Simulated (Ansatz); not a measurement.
Task: a single point in a Gaussian basis of C2H4OS, SMILES COC=S, with Ansatz's Python interface. Give the script and its output. Use: revpbe0, cc-pVDZ basis, multiplicity 1.

```tsv
atom	x (Å)	y (Å)	z (Å)
C	0.1701	1.0109	-0.0444
O	0.6387	-0.2146	0.3489
C	-0.1763	-1.2671	0.0544
S	0.4745	-2.7592	0.5085
H	0.8456	1.8202	0.2070
H	-0.0141	1.0957	-1.1432
H	-0.7983	1.2601	0.4582
H	-1.0481	-1.0031	-0.4453
```

Script `energy_c2h4os.py`:
```python
"""Single point of C2H4OS in a Gaussian basis."""

import warnings

import ansatz as az
import numpy as np

warnings.simplefilter("ignore", az.DeckWarning)

geometry_ang = [
    ("C", (0.1701, 1.0109, -0.0444)),
    ("O", (0.6387, -0.2146, 0.3489)),
    ("C", (-0.1763, -1.2671, 0.0544)),
    ("S", (0.4745, -2.7592, 0.5085)),
    ("H", (0.8456, 1.8202, 0.207)),
    ("H", (-0.0141, 1.0957, -1.1432)),
    ("H", (-0.7983, 1.2601, 0.4582)),
    ("H", (-1.0481, -1.0031, -0.4453)),
]
geometry = az.Crystal.molecule()
for symbol, xyz in geometry_ang:
    geometry = geometry.atom(symbol, xyz)

model = (
    geometry.calculation()
    .basis(gaussian="cc-pVDZ")
    .functional("REVPBE0")
    .forces()  # eV per angstrom
)
print(model.to_yaml())
result = model.run(threads=1, pin="off")
summary = result.report

print("reference energy %16.6f eV" % summary["reference_energy_ev"])
print("total energy     %16.6f eV" % summary["free_energy_ev"])
print("occupied orbitals outside the frozen core (up, down):", summary["n_occupied"], " frozen:", summary["n_frozen"], " virtual:", summary["n_virtual"])

state = summary["mean_field"]["state"]
print(f"mean field: {state['energy']['hartree']:.7f} Ha, <S^2> = {abs(state['spin_squared']):.4f}, stability: {state.get('stability', {}).get('kind')}")

symbols = [site.symbol for site in geometry.cartesian_sites]
print("forces (eV/A)")
for symbol, f in zip(symbols, summary["forces_ev_ang"]):
    print(f"  {symbol:2s} {f[0]:9.4f} {f[1]:9.4f} {f[2]:9.4f}")

charges = summary["charge_distribution"]
dipole = np.array(charges["dipole_moment_e_ang"]) * 4.803205
print("dipole (D): {:.3f} {:.3f} {:.3f}, length {:.3f}".format(*dipole, np.linalg.norm(dipole)))
print("atom  Mulliken   Lowdin")
for symbol, m, l in zip(symbols, charges["mulliken_charges_e"], charges["lowdin_charges_e"]):
    print(f"{symbol:4s} {m:9.3f} {l:8.3f}")
```

Output of `python energy_c2h4os.py`:
```text
crystal:
  periodic: [false, false, false]
  atoms:
    - { symbol: C, position_ang: [0.1701, 1.0109, -0.0444] }
    - { symbol: O, position_ang: [0.6387, -0.2146, 0.3489] }
    - { symbol: C, position_ang: [-0.1763, -1.2671, 0.0544] }
    - { symbol: S, position_ang: [0.4745, -2.7592, 0.5085] }
    - { symbol: H, position_ang: [0.8456, 1.8202, 0.207] }
    - { symbol: H, position_ang: [-0.0141, 1.0957, -1.1432] }
    - { symbol: H, position_ang: [-0.7983, 1.2601, 0.4582] }
    - { symbol: H, position_ang: [-1.0481, -1.0031, -0.4453] }
basis:
  gaussian:
    orbitals: cc-pVDZ
hamiltonian:
  xc: revpbe0
output:
  forces: true

reference energy    -15016.941739 eV
total energy        -15016.941739 eV
occupied orbitals outside the frozen core (up, down): [20, 20]  frozen: 0  virtual: [60, 60]
mean field: -551.8624301 Ha, <S^2> = 0.0000, stability: minimum
forces (eV/A)
  C    -2.0237    1.9830   -0.9215
  O    -0.3613   -1.5999   -0.0762
  C     5.1246   -1.7934    2.5206
  S    -1.6652    1.4924   -0.8694
  H     0.6811    0.0053    0.3183
  H     0.1487   -0.2350    0.3070
  H     0.3193   -0.0983   -0.1581
  H    -2.2236    0.2457   -1.1207
dipole (D): -1.581 3.517 -1.196, length 4.038
atom  Mulliken   Lowdin
C        0.050   -0.068
O       -0.194    0.287
C        0.115   -0.254
S       -0.161    0.069
H        0.058    0.000
H        0.044    0.001
H        0.043    0.001
H        0.045   -0.036
```

The settings weren't tested for convergence. The geometry is a force-field or estimated start, not a minimum of this method, and the basis set is short of its limit. The Löwdin charges here are taken after orthogonalising the functions within each atom; they differ from plain Löwdin charges, and their signs can be unphysical. Run time: 2 s on 1 thread of Intel(R) Xeon(R) 6975P-C (Granite Rapids) (shared host), peak memory 0.21 GiB.
